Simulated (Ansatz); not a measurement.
Ansatz (an electronic-structure program) input (CCSD(T)/aug-cc-pVDZ):

Ansatz 0.2 input:
```yaml
crystal:
  periodic: [false, false, false]
  atoms:
    - {symbol: C, position_ang: [-0.96142764, -0.07408188, 0.00453613]}
    - {symbol: O, position_ang: [-0.85735742, -1.25548595, -0.00924374]}
    - {symbol: O, position_ang: [-0.05212715, 0.87060609, 0.01001768]}
    - {symbol: C, position_ang: [1.34142425, 0.42227939, -0.00276589]}
    - {symbol: H, position_ang: [1.93434146, 1.33069918, 0.00407556]}
    - {symbol: H, position_ang: [1.53575754, -0.18039527, 0.88215728]}
    - {symbol: H, position_ang: [1.52579788, -0.16045005, -0.90304583]}
basis:
  gaussian:
    orbitals: aug-cc-pVDZ
magnetization: {spin_polarized: true, initial_magnetization: 1}
correlation: {method: ccsd_t, electrons: outside_noble_gas}
output: {forces: true}
```

End of the output:

```
cycle  12  -18.19172516 eV  change   -1.3e-5 eV  update   1.2e-5
cycle  13  -18.19172703 eV  change   -1.9e-6 eV  update   4.6e-6
cycle  14  -18.19172904 eV  change   -2.0e-6 eV  update   2.0e-6
cycle  15  -18.19172844 eV  change    6.0e-7 eV  update   9.4e-7
perturbative correction -0.68236482 eV, -0.0250764446 hartree
the calculation of the forces begins
Total energy: -6200.97960573 eV, -227.8817973356 hartree
Atom 0 at    -0.961428    -0.074082     0.004536 Å, force    -0.757001     0.838738     0.013594 eV/Å
Atom 1 at    -0.857357    -1.255486    -0.009244 Å, force     0.134687    -1.722749    -0.019999 eV/Å
Atom 2 at    -0.052127     0.870606     0.010018 Å, force     0.402978     1.106952     0.010119 eV/Å
Atom 3 at     1.341424     0.422279    -0.002766 Å, force    -0.184147    -0.095268    -0.000037 eV/Å
Atom 4 at     1.934341     1.330699     0.004076 Å, force     0.243969     0.415884     0.003285 eV/Å
Atom 5 at     1.535758    -0.180395     0.882157 Å, force     0.082029    -0.276329     0.403769 eV/Å
Atom 6 at     1.525798    -0.160450    -0.903046 Å, force     0.077485    -0.267229    -0.410732 eV/Å
Dipole moment:     0.513256     0.210413    -0.000513 e Å
```

It need not be the lowest isomer of its formula.
